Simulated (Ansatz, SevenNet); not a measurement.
**Equilibrium volume per atom of solid bromine at several levels of theory**

No measured value is used here.

```csv
level (code),value (Å³/atom)
SevenNet-0 (SevenNet),36.01
PBE (Ansatz),40.63
r²SCAN-D4 (Ansatz),31.58
HSE06 (Ansatz),?
```

Complete the blanks.


- HSE06 (Ansatz, an electronic-structure program), value (Å³/atom): 40.17

PBE, HSE06: the cell comes from a level without a dispersion term, which matters for the spacing of layers, chains or molecules. Cutoffs and k meshes differ between the levels. Ansatz's density-functional and Hartree–Fock values are scalar-relativistic unless marked +SOC, with PAW data made under PBE.

Machine-learned potentials (SevenNet-0) are trained on DFT data, which may include these solids.
